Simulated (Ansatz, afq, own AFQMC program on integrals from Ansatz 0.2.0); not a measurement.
## B2H2, triplet in 6-31G, levels against full CI

```csv
atom,x (Å),y (Å),z (Å)
B,0.0000,0.0000,1.5272
B,0.0000,0.0000,-1.9198
H,0.0000,1.0479,2.1056
H,0.0000,-1.0479,2.1056
```

Connectivity, by distances: BH2 ··· B.

Basis 6-31G. Only valence electrons are correlated. AFQMC by an in-house program on the Cholesky factors that Ansatz 0.2.0 writes for its CCSD(T) run. The CISD trial takes its coefficients from CCSD amplitudes. Released means that phaseless walkers are propagated on without the constraint, phases kept. Uncertainties: one standard error, sampling alone.

Determinant: UHF, the one that the program's search chose, which needn't be the lowest solution. The geometry is a point of a scan.

Full CI on the same integrals is exact in this basis and with this determinant's frozen core.

Cautions: lower spins were not checked.

```
T1 diagnostic                               : 0.0121
weight of the determinant in the CISD state : 0.908
⟨S²⟩ of the determinant                     : 2.009
size of the correlated space                : 8 electrons in 20 orbitals
```

Question: Estimate: order these by the size of their error in total energy against full CI, smallest first.
A. MP2
B. CCSD(T)
C. CCSD
D. phaseless AFQMC with a CISD trial

Answer: D (0.40 ± 0.05 mEh), B (0.62 mEh), C (1.72 mEh), A (35.18 mEh).

Reference: full CI, correlation energy -2.660 eV.

A walk keeps the symmetry of its determinant, which the program's search chose and which needn't be the lowest solution, so a lower state of the same spin and another symmetry isn't excluded.
